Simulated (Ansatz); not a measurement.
## ClH4Si2, SMILES [SiH3][SiH]Cl: a ladder of basis sets

Run with the Ansatz DFT code, driven from Python.

`run_basis.py`:
```python
"""How the energy of ClH4Si2 converges with the basis."""

import ansatz as az


def main() -> None:
    geometry_ang = [
        ("Si", (-0.757, 0.407, -0.3119)),
        ("Si", (1.1822, -0.6776, -0.1293)),
        ("Cl", (1.0259, -2.1828, 1.2401)),
        ("H", (-1.8091, -0.4545, -0.7866)),
        ("H", (-0.6744, 1.5304, -1.351)),
        ("H", (-1.2146, 1.08, 0.9676)),
        ("H", (2.3082, 0.2294, 0.3254)),
    ]
    molecule = az.Crystal.molecule()
    for symbol, xyz in geometry_ang:
        molecule = molecule.atom(symbol, xyz)

    setup = molecule.calculation().functional("B3LYP").spin("collinear", total=1).scf(lower_state_search="off")

    energies = {}
    for basis in ["cc-pVDZ", "cc-pVTZ"]:
        rep = setup.basis(gaussian=basis).run(threads=1, backend="cpu").report
        size = rep["n_frozen"] + rep["n_occupied"][0] + rep["n_virtual"][0]
        energies[basis] = (rep["reference_energy_ev"] / 27.211386246, rep["free_energy_ev"] / 27.211386246)
        print(f"{basis:14s} {size:4d} orbitals  reference {energies[basis][0]:14.6f} Ha  total {energies[basis][1]:14.6f} Ha")

    last = energies["cc-pVTZ"][1]
    for basis, (_, total) in energies.items():
        print(f"{basis:14s} lies {27.211386 * (total - last):9.4f} eV above cc-pVTZ")


if __name__ == "__main__":
    main()
```

Output of `python run_basis.py`:
```text
cc-pVDZ          74 orbitals  reference   -1041.629181 Ha  total   -1041.629181 Ha
cc-pVTZ         158 orbitals  reference   -1041.680789 Ha  total   -1041.680789 Ha
cc-pVDZ        lies    1.4043 eV above cc-pVTZ
cc-pVTZ        lies    0.0000 eV above cc-pVTZ
```

Against cc-pVDZ: cc-pVTZ -51.6 mHa. The last step alone is -51.61 mHa. From the first set to the last the time grows from 1.6 to 4.3 s.

These settings explore the input space; basis and method may be short of convergence. The geometry is a force-field or estimated start, not a minimum of this method, and the last set is no limit. Much of the fall in a total is atomic energy, which cancels in bond and reaction energies. The species is open-shell (spin multiplicity 2). b3lyp holds the VWN-RPA fit, as in Gaussian; the form of ORCA and Turbomole is b3lyp5. For Al to Cl the sets with a tight d function, cc-pV(X+d)Z, are usual. Processor time in the engine: 5.9 s on 1 thread of Intel(R) Xeon(R) Processor @ 2.30GHz (shared host), peak memory 0.45 GiB.
